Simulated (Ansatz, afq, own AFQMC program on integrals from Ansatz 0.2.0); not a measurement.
Al2H4, singlet: AFQMC among the cluster methods

| atom | x (Å) | y (Å) | z (Å) |
| --- | --- | --- | --- |
| Al | 0.0000 | 0.0000 | 1.3086 |
| Al | 0.0000 | 0.0000 | -1.3086 |
| H | 0.0000 | 1.3533 | 2.1524 |
| H | 0.0000 | -1.3533 | 2.1524 |
| H | 0.6767 | -1.1720 | -2.1524 |
| H | -0.6767 | 1.1720 | -2.1524 |

Connectivity, by distances: AlH2–AlH2.

Basis 6-31G. Only valence electrons are correlated. Ansatz 0.2.0 and our own AFQMC program on the same integrals; the CISD trial comes from CCSD amplitudes, and released means the phaseless constraint is let go. Error bars are statistical, one sigma.

Determinant: RHF, the one that the program's search chose, which needn't be the lowest solution. The geometry is a point of a scan.

No full CI on the walks' own integrals is used here; CCSDT(Q) serves as the reference and is uncertain by about the last step of the cluster series.

```
T1 diagnostic                               : 0.0113
weight of the determinant in the CISD state : 0.916
size of the correlated space                : 10 electrons in 24 orbitals
```

| level | correlation energy (eV) |
| --- | --- |
| MP2 | -1.9515 |
| CCSD | -2.7353 |
| CCSD(T) | -2.7764 |

(1) Estimate where AFQMC with the constraint released lies against CCSD(T) on the same integrals.

(1) 18.8 ± 3.7 meV below CCSD(T).

Reference: CCSDT(Q), correlation energy -2.796 eV. The released energy is read at 2.40 1/Eh (meV from the phaseless value at times in 1/Eh: 1 ± 4 at 0.24, -2 ± 3 at 0.51, 1 ± 3 at 0.99, -7 ± 3 at 1.62, -1 ± 4 at 2.40).

```
         level  E − E(reference) (meV)  share of correlation (%)
       CCSD(T)                    19.3                     99.31
         CCSDT                     1.8                     99.94
 ph-AFQMC/CISD               1.3 ± 4.6                     99.95
released AFQMC               0.5 ± 3.7                     99.98
```

A walk keeps the symmetry of its determinant, which the program's search chose and which needn't be the lowest solution, so a lower state of the same spin and another symmetry isn't excluded. Released energies are given only where the last usable release times agree within the noise; a slower fall can still hide under it.
